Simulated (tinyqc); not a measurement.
Extended Hueckel theory, for BH3, step by step. One step of it, computed by the program tinyqc.

Task: Mulliken analysis. P = C n C^T; charge = valence electrons (H 1, B 3) minus the sum of (P S)_ii on the atom; overlap population = 2 sum P_ij S_ij between two atoms.

coefficients:
```
              MO1        MO2        MO3        MO4        MO5        MO6        MO7
1B 2s    0.509329   0.000000  -0.000043   0.023888   0.000000  -0.001080   1.596331
1B 2px   0.000004   0.000000   0.444452   0.000001   0.000000   1.338687   0.001335
1B 2py   0.000000   0.444400   0.000000   0.000000   1.338713   0.000000   0.000000
1B 2pz  -0.000607   0.000000  -0.000001   0.999627   0.000000   0.000031  -0.047545
2H 1s    0.285399   0.000000   0.548792  -0.005152   0.000000  -1.086724  -0.832689
3H 1s    0.285337   0.475312  -0.274455  -0.005154  -0.941571   0.544231  -0.831052
4H 1s    0.285337  -0.475312  -0.274455  -0.005154   0.941571   0.544231  -0.831052
```

occupations: 2.000000  2.000000  2.000000  0.000000  0.000000  0.000000  0.000000

overlap S:
```
           1B 2s     1B 2px     1B 2py     1B 2pz      2H 1s      3H 1s      4H 1s
1B 2s   1.000000   0.000000   0.000000   0.000000   0.509892   0.509784   0.509784
1B 2px  0.000000   1.000000   0.000000   0.000000   0.544569  -0.272199  -0.272199
1B 2py  0.000000   0.000000   1.000000   0.000000   0.000000   0.471589  -0.471589
1B 2pz  0.000000   0.000000   0.000000   1.000000  -0.014757  -0.014752  -0.014752
2H 1s   0.509892   0.544569   0.000000  -0.014757   1.000000   0.105832   0.105832
3H 1s   0.509784  -0.272199   0.471589  -0.014752   0.105832   1.000000   0.105760
4H 1s   0.509784  -0.272199  -0.471589  -0.014752   0.105832   0.105760   1.000000
```

Give: charges; Overlap populations.

Result:

charges: 1B 0.4496, 2H -0.1498, 3H -0.1499, 4H -0.1499

Overlap populations:

| pair | value |
|---|---|
| 2-1 | 0.827747 |
| 3-1 | 0.827648 |
| 3-2 | -0.029287 |
| 4-1 | 0.827648 |
| 4-2 | -0.029287 |
| 4-3 | -0.029265 |
